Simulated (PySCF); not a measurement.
# A search over the determinants of AlN

Unrestricted PBE0; basis Al def2-SVPD, N def2-SVPD; no relativity; PySCF 2.14. Outer shells of the fragments: Al 3s2 3p1; N 2s2 2p3.

Followed along the bond (rough minima from three points):

```
2Ms+1    unpaired  ⟨S²⟩ at the start  R at minimum (Å)  Te (eV)
    3        π ↑↑               2.01              1.94     0.00
    1    σ ↓, π ↑               1.02              1.78     0.37
    1        π ↑↓               1.00              1.94     0.53
    5  σ ↑, π ↑↑↑               6.01              2.06     2.18
    1        none               0.66  none in the scan   ≤ 1.17
```

Solutions found at the starting distance of 1.850 Å, counted from the lowest of them; the search is not exhaustive and high or unbound solutions are not listed, so other states can lie among these:

| 2Ms+1 | unpaired | term | E (eV) | ⟨S²⟩ | ⟨Lz²⟩ | μ (D) |
| --- | --- | --- | --- | --- | --- | --- |
| 3 | π ↑↑ | ³Σ⁻ | 0.00 | 2.01 | 0.00 | -1.01 |
| 3 | σ ↑, π ↑ | ³Π | 0.00 | 2.03 | 1.01 | -2.70 |
| 1 | σ ↓, π ↑ | mixed | 0.35 | 1.02 | 1.02 | -3.26 |
| 1 | π ↑↓ | mixed | 0.53 | 1.00 | 2.01 | -0.96 |
| 1 | none | mixed | 1.52 | 0.66 | 0.00 | -4.90 |
| 1 | none | mixed | 2.08 | 0.00 | 2.00 | -0.79 |
| 5 | σ ↑, π ↑↑↑ | ⁵Π | 2.32 | 6.01 | 1.00 | -0.71 |
| 3 | σ ↓, π ↑↑↑ | mixed | 3.23 | 3.01 | 1.01 | -0.52 |
| 3 | π ↑↑ | mixed | 3.59 | 2.44 | 2.01 | -2.47 |
| 1 | π ↑↓ | mixed | 3.61 | 1.58 | 2.01 | -2.00 |

A term symbol is given only where ⟨S²⟩ and ⟨Lz²⟩ are close to those of a pure state; real π, δ and φ orbitals otherwise mix terms. A positive dipole means Al(−)N(+).
